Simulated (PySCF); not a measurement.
Species: C4H8.
Atom-mapped SMILES: `[CH3:1]/[CH:2]=[CH:3]/[CH3:4]` (hydrogens: H5, H6, H7 on C1; H8 on C2; H9 on C3; H10, H11, H12 on C4)

Cartesian coordinates in Å at the PBE0-D3(BJ)/def2-SVP level; atoms count from 1:
```
atom  x, y, z in Å
C1     2.0083    0.2251   -0.1515
C2     0.5533    0.2094   -0.4841
C3    -0.4389    0.5038    0.3613
C4    -1.8935    0.4873    0.0259
H5     2.4645   -0.7687   -0.3001
H6     2.1823    0.5256    0.8925
H7     2.5619    0.9217   -0.8036
H8     0.2917   -0.0701   -1.5142
H9    -0.1786    0.7832    1.3916
H10   -2.3500    1.4809    0.1721
H11   -2.0657    0.1849   -1.0179
H12   -2.4479   -0.2085    0.6781
```

Computed, not measured: core-valence-separated Tamm–Dancoff BHandHLYP/aug-pcX-1 (pcseg-1 on H) in PySCF, non-relativistic, gas phase, PBE0-D3(BJ)/def2-SVP geometry. BHandHLYP without relativity tends to put these K edges a few eV too low, so spacings mean more than positions.

The lowest roots of each edge with f over 0.003 (five at most, numbered afresh; weaker and dark ones are left out), with transition dipoles (au) in the frame of the coordinates:

| root | edge | E (eV) | f | μx | μy | μz |
| --- | --- | --- | --- | --- | --- | --- |
| 1 | C | 282.92 | 0.1233 | 0.0070 | 0.1278 | -0.0375 |
| 2 | C | 285.46 | 0.0162 | 0.0480 | -0.0016 | 0.0034 |
| 3 | C | 285.80 | 0.0365 | -0.0175 | -0.0189 | -0.0675 |
| 4 | C | 285.85 | 0.0125 | 0.0022 | 0.0404 | -0.0123 |
| 5 | C | 286.10 | 0.0550 | 0.0101 | -0.0256 | -0.0842 |

Problem. Molecules are fixed in this frame and the field points along (1, 1, 0)/√2. What effective strengths 3 f cos²θ do the roots have (θ between field and μ)?

Solution. root 1 (C2/C3): 0.189, root 2 (C1/C4): 0.022, root 3 (C2/C3): 0.014, root 4 (C1/C4): 0.019, root 5 (C1/C4): 0.003. Root 1 is the strongest. Averaged over all orientations cos²θ is 1/3, which gives f back.

